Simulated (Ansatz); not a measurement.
Body-centred tetragonal In, treated with r²SCAN+SOC (plane waves, PAW; Ansatz, a first-principles code).

Run with plane-wave cutoff 560 eV, 24×24×24 k mesh, Fermi–Dirac smearing 0.05 eV, PAW data made under PBE.

Energies at three volumes about the minimum:

```csv
V (Å³/atom),E − E_lowest (meV/atom)
25.705,1.42
26.230,0.00
26.754,1.36
```

Task: Fit a parabola by hand: where is the minimum, and what is the bulk modulus?

Result: Slopes: (0.00 − 1.42)/(26.230 − 25.705) = -2.705 and (1.36 − 0.00)/(26.754 − 26.230) = 2.595 meV/Å³. Curvature E″ = 2 × (2.595 − (-2.705))/(26.754 − 25.705) = 10.105 meV/Å⁶. From the middle of the first interval, the slope vanishes at V0 = 25.9675 − (-2.705)/10.105 = 26.235 Å³/atom. B = V0 E″ = 26.235 × 10.105 meV/Å³ × 0.1602 GPa per meV/Å³ = 42.5 GPa. The full Birch–Murnaghan fit to all volumes gives V0 = 26.225 Å³/atom and B0 = 42.4 GPa.

Shape and atoms are relaxed at each volume.

Measured, for comparison: bulk modulus 44.7 GPa (copied from a table, unchecked, extrapolated to 0 K and zero-point effects removed; as tabulated in Lejaeghere et al. (2013), arXiv:1204.2733). Computed (rounded) less measured: bulk modulus not scored (unchecked).

Note: the bulk modulus comes from volumes at which shape and atoms were relaxed.
